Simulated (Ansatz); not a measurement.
# CCSD/6-31+G(d) (spherical functions) run of H2O (water)

Aim: the vertical singlet–triplet gap of H2O (water) at CCSD/6-31+G* (spherical functions), from 2 runs. 

The results are computed with Ansatz 0.2.0.

7 further runs of the same task are left out: 3 for a known fault of the program, 2 that didn't finish, 2 set aside as unsound or not needed.

**1. The structure to begin with**

H2O has 3 atoms, charge 0, and is taken as a singlet. SMILES: `O`. The shape is that of a PBE0-D4/def2-TZVP optimisation.

Bond lengths: O1–H2 0.960 Å, O1–H3 0.960 Å. Angles: H2–O1–H3 105.1°.

**2. The energy at CCSD/6-31+G(d) (spherical functions)**

Contents of run.yaml:

```yaml
crystal:
  periodic: [false, false, false]
  atoms:
    - symbol: O
      position_ang: [-0.302700, 0.200200, -0.140600]
    - symbol: H
      position_ang: [0.466500, 0.548400, 0.315300]
    - symbol: H
      position_ang: [-0.163800, -0.748600, -0.174700]
basis:
  gaussian: {orbitals: 6-31+G_st_-spherical.json}
correlation: {method: ccsd, electrons: all}
output: {orbitals: {seedname: orbitals}}
```

The basis set 6-31+G* is read from a file made from the Basis Set Exchange's data (not shown).

The run is started by

```
ansatz run run.yaml --threads 1 --pin off --max-ram 2610MiB --events-out events.jsonl --progress --plain --runs-dir runs
```

The log of the run:

```text
Warning: RAYON_NUM_THREADS=1 ignored (pool sized by the plan → 1); use --threads N
Functional definition: HF
  name "HF"
  exchange = exact_x
  correlation = 0
229 factors; integrals over basis functions are off by at most 4.2e-4 eV
mean field evaluation 1: about -2066.8628 eV, gradient 3.0e1 eV
mean field evaluation 2: about -2066.8641 eV, gradient 3.0e1 eV
mean field evaluation 4: about -2068.5002 eV, gradient 1.5e0 eV
mean field evaluation 8: about -2068.5069 eV, gradient 3.8e-4 eV
mean field evaluation 16: about -2068.5066 eV, gradient 2.9e-1 eV
mean field -2068.50694481 eV, -76.0162281374 hartree, gradient 3.7e-6 eV, S^2 0.000000; 0 other end points of the search recorded, 0 dependent functions left out
reference -2068.50694481 eV, -76.0162281374 hartree; 5, 5 occupied and 17, 17 virtual orbitals, 229 factors
second order -5.22801477 eV of doubles, -0.00000000 eV of singles
cycle   1  -5.30835099 eV  change   -8.0e-2 eV  update   4.7e-2
cycle   2  -5.41676325 eV  change   -1.1e-1 eV  update   1.3e-2
cycle   3  -5.44984258 eV  change   -3.3e-2 eV  update   6.3e-3
cycle   4  -5.44805210 eV  change    1.8e-3 eV  update   1.0e-3
cycle   5  -5.44811528 eV  change   -6.3e-5 eV  update   2.9e-4
cycle   6  -5.44810160 eV  change    1.4e-5 eV  update   6.9e-5
cycle   7  -5.44806328 eV  change    3.8e-5 eV  update   1.7e-5
cycle   8  -5.44806216 eV  change    1.1e-6 eV  update   4.7e-6
Total energy: -2073.95500697 eV, -76.2164407291 hartree
```

Run time: 0.12 s. Hardware: 1 thread of Arm Neoverse V2, shared host.

**3. The triplet at the same level**

Changes to run.yaml since step 2:

```diff
@@ -11,2 +11,3 @@
   gaussian: {orbitals: 6-31+G_st_-spherical.json}
+magnetization: {spin_polarized: true, initial_magnetization: 2}
 correlation: {method: ccsd, electrons: all}
```

The basis set 6-31+G* is read from a file made from the Basis Set Exchange's data (not shown).

The run is started by

```
ansatz run run.yaml --threads 1 --pin off --max-ram 2610MiB --events-out events.jsonl --progress --plain --runs-dir runs
```

The log of the run, cut to the lines that bear on the results:

```text
Warning: RAYON_NUM_THREADS=1 ignored (pool sized by the plan → 1); use --threads N
Functional definition: HF
  name "HF"
[...]
229 factors; integrals over basis functions are off by at most 4.2e-4 eV
[...]
mean field -2061.75685779 eV, -75.7681670148 hartree, gradient 2.2e-6 eV, S^2 2.006064; 2 other end points of the search recorded, 0 dependent functions left out
determinant -2061.75685779 eV, -75.7681670148 hartree, with singles and doubles -2066.24855226 eV, -75.9332337418 hartree
determinant -2059.27423762 eV, -75.6769324065 hartree, with singles and doubles -2063.81847723 eV, -75.8439301319 hartree
determinant -2059.14758304 eV, -75.6722779364 hartree, with singles and doubles -2063.62779049 eV, -75.8369225232 hartree
reference -2061.75685779 eV, -75.7681670148 hartree; 6, 4 occupied and 16, 18 virtual orbitals, 229 factors
second order -4.04845459 eV of doubles, -0.00000000 eV of singles
cycle   1  -4.49177971 eV  change   -8.5e-5 eV  update   2.3e-4
[...]
cycle   6  -4.49184403 eV  change   -1.4e-6 eV  update   1.1e-6
Total energy: -2066.24870182 eV, -75.9332392383 hartree
```

Wall time 0.32 s (1 thread of Arm Neoverse V2, shared host).

**4. Summary of results**

At CCSD/6-31+G* (spherical functions):

| quantity | value |
| --- | --- |
| singlet: total energy | -76.21644 Eh |
| singlet: HOMO energy (Hartree–Fock orbitals) | -13.86 eV |
| singlet: LUMO energy (Hartree–Fock orbitals) | 4.05 eV |
| singlet: HOMO–LUMO gap (Hartree–Fock orbitals) | 17.90 eV |
| singlet: correlation energy | -200.2 mEh |
| singlet: T1 diagnostic | 0.010 |
| triplet: total energy | -75.93324 Eh |
| triplet: HOMO energy (Hartree–Fock orbitals) (highest over α and β) | -4.43 eV |
| triplet: LUMO energy (Hartree–Fock orbitals) (lowest over α and β) | -0.57 eV |
| triplet: correlation energy | -165.1 mEh |
| triplet: ⟨S²⟩ of the reference determinant | 2.006 |
| triplet: T1 diagnostic | 0.011 |
| vertical energy of the triplet above the singlet | 7.706 eV |

What this shows: At this shape the triplet lies 7.71 eV (744 kJ/mol) above the singlet.
